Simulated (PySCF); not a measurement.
Orbital energies and ionisation energy

C3H3F3.
Numbering: `[CH3:1][C:2]([F:3])=[C:4]([F:5])[F:6]` (hydrogens: H7, H8, H9 on C1)

Structure used (PBE0-D3(BJ)/def2-SVP), in Å, numbered top down from 1:
```xyz
9
C3H3F3 angstrom
C     -1.1550    0.1430    0.0946
C      0.2688   -0.0963    0.4212
F      0.5426   -0.3157    1.7120
C      1.2813   -0.1092   -0.4455
F      1.1272    0.0906   -1.7358
F      2.5338   -0.3206   -0.1279
H     -1.2879    0.3033   -0.9824
H     -1.7694   -0.7181    0.4026
H     -1.5293    1.0290    0.6323
```

Level: wB97X-D/def2-SVPD (PySCF). Frontier orbitals with their largest atomic shares (Löwdin; up to four atoms above 4 %):

```json
{"orbital": "HOMO−3", "ε (eV)": "-13.88", "main atoms": "C1 40 %, F3 20 %, H9 16 %, H8 15 %"}
{"orbital": "HOMO−2", "ε (eV)": "-13.71", "main atoms": "C1 41 %, H7 17 %, F6 9 %, H8 9 %"}
{"orbital": "HOMO−1", "ε (eV)": "-13.14", "main atoms": "F3 48 %, C1 20 %, C2 14 %, H7 6 %"}
{"orbital": "HOMO", "ε (eV)": "-9.11", "main atoms": "?"}
{"orbital": "LUMO", "ε (eV)": "2.15", "main atoms": "C4 29 %, C1 21 %, C2 16 %, F5 8 %"}
{"orbital": "LUMO+1", "ε (eV)": "2.50", "main atoms": "C4 31 %, C2 28 %, C1 9 %, F6 9 %"}
{"orbital": "LUMO+2", "ε (eV)": "2.93", "main atoms": "C1 20 %, C4 16 %, F6 14 %, H8 13 %"}
```

**Question.** What vertical ionisation energy does ΔSCF give, and how far is −ε(HOMO) from it?

**Answer.** ΔSCF: 9.70 eV (935 kJ/mol; threshold wavelength 128 nm); ⟨S²⟩ of the doublet left behind is 0.752, against 0.75 for a pure doublet. −ε(HOMO) is 9.11 eV, 0.59 eV below it. In exact Kohn–Sham theory the two would be equal; wB97X-D (range-separated hybrid) falls short of its own ΔSCF value by 6 %. Holes in the HOMO−1 and HOMO−2 were tried too where these lie within 1.2 eV of the HOMO; the lowest converged state counts.

**Question.** On which atoms does the HOMO lie?

**Answer.** C2 (vinylic C–F carbon) 30 %, C4 (=CF2 carbon) 28 %, F3 (vinyl fluorine) 12 %, F5 (vinyl fluorine) 10 %, so no atom holds as much as 40 %. The HOMO−1 lies 4.03 eV lower.

**Question.** What kinetic energy would electrons from this vertical process carry with 118.2 nm light (10.49 eV)?

**Answer.** 10.49 − 9.70 = 0.79 eV.

**Question.** Shift the occupied levels rigidly so that −ε(HOMO) equals the ΔSCF value. What binding energies result?

**Answer.** The shift is +0.59 eV: HOMO 9.70, HOMO−1 13.73, HOMO−2 14.30, HOMO−3 14.47 eV. A rigid shift is only a rough guide to the deeper ionisations.

**Question.** With α = 40.4 au, estimate the like-pair dispersion coefficient by London's formula C6 = (3/4)α²I.

**Answer.** I = 0.3563 Eh, so C6 ≈ 437 au, a rough estimate.

**Question.** What total energies stand behind the ΔSCF value?

**Answer.** E(N) = -415.20027 Eh and E(N − 1) = -414.84397 Eh at the same geometry, 0.35630 Eh apart.

Geometry: PBE0-D3(BJ)/def2-SVP; no solvent, vibrations or thermal averaging.

wB97X-D is run here without its empirical dispersion term; that term would change no orbital, density or response property at a fixed geometry.
